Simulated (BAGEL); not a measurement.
**BHCl2 (SMILES [H]B(Cl)Cl): HF/3-21G (density fitting with qzvpp-jkfit)**

Aim: the energy change on altering one bond length of BHCl2 at HF/3-21G (density fitting with qzvpp-jkfit), from 2 runs. 

The results are computed with BAGEL 1.2.2.

1 further run of the same task is left out (set aside as unsound or not needed).

**1. The system as given**

BHCl2: 4 atoms, total charge 0, spin state singlet. SMILES: `[H]B(Cl)Cl`. The coordinates come from a GFN2-xTB relaxation.

Bond lengths: B1–Cl2 1.701 Å, B1–Cl3 1.702 Å, B1–H4 1.173 Å. Angles: Cl2–B1–Cl3 120.2°, Cl2–B1–H4 119.9°, Cl3–B1–H4 119.9°.

**2. The energy at HF/3-21G (density fitting with qzvpp-jkfit)**

Contents of hf.json:

```json
{ "bagel": [

{
  "title": "molecule",
  "basis": "3-21g",
  "df_basis": "qzvpp-jkfit",
  "angstrom": true,
  "geometry": [
    { "atom": "B", "xyz": [   -0.067270,   -0.112350,    0.001160 ] },
    { "atom": "Cl", "xyz": [    1.633390,   -0.145760,    0.012580 ] },
    { "atom": "Cl", "xyz": [   -0.893540,    1.375320,   -0.017490 ] },
    { "atom": "H", "xyz": [   -0.672580,   -1.117210,    0.003750 ] }
  ]
},
{
  "title": "hf"
},
{
  "title": "print",
  "file": "orbitals.molden",
  "orbitals": true
}

]}
```

Run with:

```sh
BAGEL_NUM_THREADS=1 BAGEL hf.json > hf.out
```

The log of the run:

```text
* using 1 threads per process

  ===============================================================
  ===============================================================

  *** Geometry ***

  { "atom" : "B", "xyz" : [     -0.127122,     -0.212311,      0.002192 ] },
  { "atom" : "Cl", "xyz" : [      3.086660,     -0.275446,      0.023773 ] },
  { "atom" : "Cl", "xyz" : [     -1.688546,      2.598978,     -0.033051 ] },
  { "atom" : "H", "xyz" : [     -1.270992,     -2.111221,      0.007086 ] },

  Number of auxiliary basis functions:      349

  Since a DF basis is specified, we compute 2- and 3-index integrals:
    o Being stored without compression. Storage requirement is 0.004 GB

  Number of basis functions:       37
  Number of electrons      :       40

    * METHOD: MOLECULE                             0.19

  *** RHF ***

  === Nuclear Repulsion ===
   114.1678531993

      * DIIS with orbital gradients will be used.

  === RHF iteration (3-21g) ===
      0       -939.71870448          0.01463006           0.02
      1       -939.76271239          0.00615548           0.02
      2       -939.76936933          0.00111039           0.02
      3       -939.76974618          0.00010290           0.02
      4       -939.76975130          0.00002705           0.02
      5       -939.76975164          0.00000769           0.02
      6       -939.76975167          0.00000186           0.02
      7       -939.76975167          0.00000023           0.02
      8       -939.76975167          0.00000008           0.02
      9       -939.76975167          0.00000002           0.02
     10       -939.76975167          0.00000000           0.02
    * SCF iteration converged.

    * Permanent dipole moment:
           (    0.246211,     0.412274,    -0.002613) a.u.

    * METHOD: HF                                   0.31

    * METHOD: PRINT                                0.00

  ===============================================================
```

Run time: 0.77 s. Hardware: 1 thread of Intel Xeon Platinum 8259CL at 2.50GHz (Skylake/Cascade Lake), shared host; peak memory 0.081 GiB.

**3. The distorted shape**

Contents of input.json:

```json
{ "bagel" : [

{
  "title" : "molecule",
  "basis" : "3-21g",
  "df_basis" : "qzvpp-jkfit",
  "angstrom" : "true",
  "geometry" : [
    { "atom" : "B", "xyz" : [    0.023548,    0.038414,    0.000771 ] },
    { "atom" : "Cl", "xyz" : [    1.724208,    0.005004,    0.012191 ] },
    { "atom" : "Cl", "xyz" : [   -0.802722,    1.526084,   -0.017879 ] },
    { "atom" : "H", "xyz" : [   -0.672580,   -1.117210,    0.003750 ] }
  ]
},
{
  "title" : "hf"
},
{
  "title" : "print",
  "file" : "orbitals.molden",
  "orbitals" : "true"
}

]}
```

Run with:

```sh
BAGEL_NUM_THREADS=1 BAGEL input.json > input.out
```

The log of the run:

```text
* using 1 threads per process

  ===============================================================
  ===============================================================

  *** Geometry ***

  { "atom" : "B", "xyz" : [      0.044499,      0.072592,      0.001457 ] },
  { "atom" : "Cl", "xyz" : [      3.258281,      0.009456,      0.023038 ] },
  { "atom" : "Cl", "xyz" : [     -1.516925,      2.883881,     -0.033786 ] },
  { "atom" : "H", "xyz" : [     -1.270992,     -2.111221,      0.007086 ] },

  Number of auxiliary basis functions:      349

  Since a DF basis is specified, we compute 2- and 3-index integrals:
    o Being stored without compression. Storage requirement is 0.004 GB

  Number of basis functions:       37
  Number of electrons      :       40

    * METHOD: MOLECULE                             0.09

  *** RHF ***

  === Nuclear Repulsion ===
   113.4817790024

      * DIIS with orbital gradients will be used.

  === RHF iteration (3-21g) ===
      0       -939.70384178          0.01493330           0.02
      1       -939.74966495          0.00649510           0.02
      2       -939.75687436          0.00113933           0.02
      3       -939.75728053          0.00009582           0.02
      4       -939.75728540          0.00002669           0.02
      5       -939.75728574          0.00000727           0.02
      6       -939.75728576          0.00000187           0.02
      7       -939.75728576          0.00000026           0.02
      8       -939.75728576          0.00000009           0.02
      9       -939.75728576          0.00000002           0.02
     10       -939.75728576          0.00000001           0.02
    * SCF iteration converged.

    * Permanent dipole moment:
           (    0.203035,     0.340506,    -0.002306) a.u.

    * METHOD: HF                                   0.26

    * METHOD: PRINT                                0.00

  ===============================================================
```

Wall time 0.6 s (1 thread of Intel Xeon Platinum 8259CL at 2.50GHz (Skylake/Cascade Lake), shared host); peak memory 0.081 GiB.

**4. Outcome**

At HF/3-21G (density fitting with qzvpp-jkfit):

| quantity | value |
| --- | --- |
| first shape: total energy | -939.76975 Eh |
| first shape: dipole moment | 1.22 D |
| first shape: HOMO energy | -12.86 eV |
| first shape: LUMO energy | 1.83 eV |
| first shape: HOMO–LUMO gap | 14.69 eV |
| distorted shape: total energy | -939.75729 Eh |
| distorted shape: dipole moment | 1.01 D |
| distorted shape: HOMO energy | -12.57 eV |
| distorted shape: LUMO energy | 1.79 eV |
| distorted shape: HOMO–LUMO gap | 14.36 eV |
| energy change with the B1–H4 bond stretched from 1.173 to 1.349 Å | 0.339 eV |

With the B1–H4 bond stretched from 1.173 to 1.349 Å the energy rises by 0.34 eV (32.7 kJ/mol). The first shape isn't relaxed at this level, so the change isn't measured from a minimum.
